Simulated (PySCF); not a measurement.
Compound: C₄H₆Cl₂.
Numbering: `[CH3:1]/[CH:2]=[CH:3]/[CH:4]([Cl:5])[Cl:6]` (hydrogens: H7, H8, H9 on C1; H10 on C2; H11 on C3; H12 on C4)

The same species was optimised twice, with GFN2-xTB and with PBE0-D3(BJ)/def2-SVP (PySCF), and the same property calculations (PySCF, gas phase) were run on both structures.

```json
{"coordinate": "C2=C3 (Å)", "GFN2-xTB": "1.325", "PBE0-D3(BJ)/def2-SVP": "1.336", "change": "+0.011"}
{"coordinate": "C4–Cl6 (Å)", "GFN2-xTB": "1.788", "PBE0-D3(BJ)/def2-SVP": "1.790", "change": "+0.002"}
{"coordinate": "C3–C4 (Å)", "GFN2-xTB": "1.481", "PBE0-D3(BJ)/def2-SVP": "1.483", "change": "+0.002"}
{"coordinate": "C1–C2 (Å)", "GFN2-xTB": "1.488", "PBE0-D3(BJ)/def2-SVP": "1.489", "change": "+0.001"}
{"coordinate": "C4–Cl5 (Å)", "GFN2-xTB": "1.788", "PBE0-D3(BJ)/def2-SVP": "1.788", "change": "0.000"}
{"coordinate": "Cl5–C4–Cl6 (°)", "GFN2-xTB": "108.6", "PBE0-D3(BJ)/def2-SVP": "109.9", "change": "+1.3"}
{"coordinate": "C1–C2–C3 (°)", "GFN2-xTB": "124.3", "PBE0-D3(BJ)/def2-SVP": "125.2", "change": "+0.9"}
{"coordinate": "C2–C3–C4 (°)", "GFN2-xTB": "123.3", "PBE0-D3(BJ)/def2-SVP": "122.8", "change": "-0.5"}
{"coordinate": "C3–C4–Cl5 (°)", "GFN2-xTB": "110.3", "PBE0-D3(BJ)/def2-SVP": "110.7", "change": "+0.4"}
{"coordinate": "C3–C4–Cl6 (°)", "GFN2-xTB": "110.3", "PBE0-D3(BJ)/def2-SVP": "110.6", "change": "+0.3"}
{"coordinate": "C2–C3–C4–Cl5 (°)", "GFN2-xTB": "-120", "PBE0-D3(BJ)/def2-SVP": "-120", "change": "0"}
```

Rotational constants: A = 3103, B = 1300, C = 964.0 MHz (GFN2-xTB) against A = 3061, B = 1293, C = 955.5 MHz (PBE0-D3(BJ)/def2-SVP).

On the GFN2-xTB structure: lowest singlet, TDDFT (eV) 6.69 [CAM-B3LYP/def2-SVPD]; lowest triplet, Tamm–Dancoff (eV) 4.30 [CAM-B3LYP/def2-SVPD]; isotropic polarisability (au) 80.1 [CAM-B3LYP/def2-SVPD]; HOMO (eV) -9.10 [CAM-B3LYP/def2-SVPD]; LUMO (eV) 0.50 [CAM-B3LYP/def2-SVPD]; dipole (D) 2.89 [CAM-B3LYP/def2-SVPD]; HOMO (eV) -7.79 [PBE0/pcSseg-1]; LUMO (eV) -0.52 [PBE0/pcSseg-1]; dipole (D) 2.98 [PBE0/pcSseg-1]; GIAO shielding of C1 (ppm) 165.7 [PBE0/pcSseg-1]; GIAO shielding of C2 (ppm) 50.8 [PBE0/pcSseg-1]; GIAO shielding of C3 (ppm) 46.7 [PBE0/pcSseg-1]; GIAO shielding of C4 (ppm) 100.6 [PBE0/pcSseg-1]; GIAO shielding of Cl5/Cl6 (mean) (ppm) 637.7 [PBE0/pcSseg-1].

Task: What do these properties become on the PBE0-D3(BJ)/def2-SVP structure?

Result: 
```csv
property,level,on GFN2-xTB,on PBE0-D3(BJ)/def2-SVP,change
"lowest singlet, TDDFT (eV)",CAM-B3LYP/def2-SVPD,6.69,6.65,-0.04
"lowest triplet, Tamm–Dancoff (eV)",CAM-B3LYP/def2-SVPD,4.30,4.20,-0.10
isotropic polarisability (au),CAM-B3LYP/def2-SVPD,80.1,81.1,+1.0
HOMO (eV),CAM-B3LYP/def2-SVPD,-9.10,-9.07,+0.03
LUMO (eV),CAM-B3LYP/def2-SVPD,0.50,0.45,-0.05
dipole (D),CAM-B3LYP/def2-SVPD,2.89,2.88,-0.01
"energy, GFN2-xTB geometry as zero (kcal/mol)",CAM-B3LYP/def2-SVPD,0.0,-0.4,-0.4
HOMO (eV),PBE0/pcSseg-1,-7.79,-7.76,+0.03
LUMO (eV),PBE0/pcSseg-1,-0.52,-0.58,-0.06
dipole (D),PBE0/pcSseg-1,2.98,2.97,-0.01
"energy, GFN2-xTB geometry as zero (kcal/mol)",PBE0/pcSseg-1,0.0,-0.3,-0.3
GIAO shielding of C1 (ppm),PBE0/pcSseg-1,165.7,164.3,-1.4
GIAO shielding of C2 (ppm),PBE0/pcSseg-1,50.8,48.5,-2.3
GIAO shielding of C3 (ppm),PBE0/pcSseg-1,46.7,44.3,-2.4
GIAO shielding of C4 (ppm),PBE0/pcSseg-1,100.6,99.4,-1.2
GIAO shielding of Cl5/Cl6 (mean) (ppm),PBE0/pcSseg-1,637.7,640.4,+2.7
```

The heavy atoms differ by 0.019 Å rms after alignment. Among bonds between heavy atoms C2=C3 changes most (+0.011 Å). Changes are differences of the printed values. Neither structure is proved a minimum here.

Conformer computed: `[CH3:1]/[CH:2]=[CH:3]/[CH:4]([Cl:5])[Cl:6]`: C2–C3–C4–Cl5 -120°.
